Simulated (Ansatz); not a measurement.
Geometry optimisation, RKS B3LYP-D4/def2-SVP in Ansatz.

The input (input.yaml):

```yaml
crystal:
  periodic: [false, false, false]
  atoms:
    - { symbol: O, position_ang: [-1.1825, -0.9899, -0.8237] }
    - { symbol: Al, position_ang: [0.1024, 0.2238, -0.3835] }
    - { symbol: S, position_ang: [0.6128, 0.5433, 1.7826] }
    - { symbol: H, position_ang: [-1.9788, -0.3821, -0.8416] }
    - { symbol: H, position_ang: [0.8901, 1.0185, -1.5407] }
    - { symbol: H, position_ang: [1.5981, -0.4776, 1.7607] }
basis:
  gaussian: { orbitals: def2-SVP }
hamiltonian:
  xc: b3lyp
  dispersion: d4
relax:
  f_tol: 0.015
  max_steps: 40
```

Run as:

```bash
$ ansatz run input.yaml --threads 1 --pin off --max-ram 2048MiB --backend cpu --events-out ev --progress --plain --runs-dir out
```

Problem. Where does it end, and by what steps?

Solution. The forces met the threshold. After 13 steps the energy has fallen by 0.727 eV; H6 moved furthest, 1.21 Å.

```csv
step,energy less start (eV),largest force component (eV/Å),accepted
0,0.0000,2.667,yes
1,-0.1904,1.675,yes
2,-0.3040,1.328,yes
3,-0.3586,2.292,yes
4,-0.5296,0.201,yes
5,-0.5543,0.481,yes
6,-0.6162,0.180,yes
7,-0.6187,1.326,yes
8,-0.6923,0.255,yes
9,-0.7076,0.259,yes
10,-0.7226,0.170,yes
11,-0.7265,0.028,yes
12,-0.7267,0.028,yes
13,-0.7268,0.005,yes
```

```xyz
6
Properties=species:S:1:pos:R:3
O -1.125 -0.516 -0.877
Al 0.268 0.398 -0.544
S 1.271 0.376 1.410
H -1.631 -1.116 -0.324
H 0.848 1.291 -1.695
H 0.411 -0.498 1.984
```

Whether the end is a true minimum wasn't checked by a vibrational analysis.

Run time: 14 s on 1 thread of Intel(R) Xeon(R) 6975P-C (Granite Rapids), with other jobs on the host, peak memory 0.16 GiB.
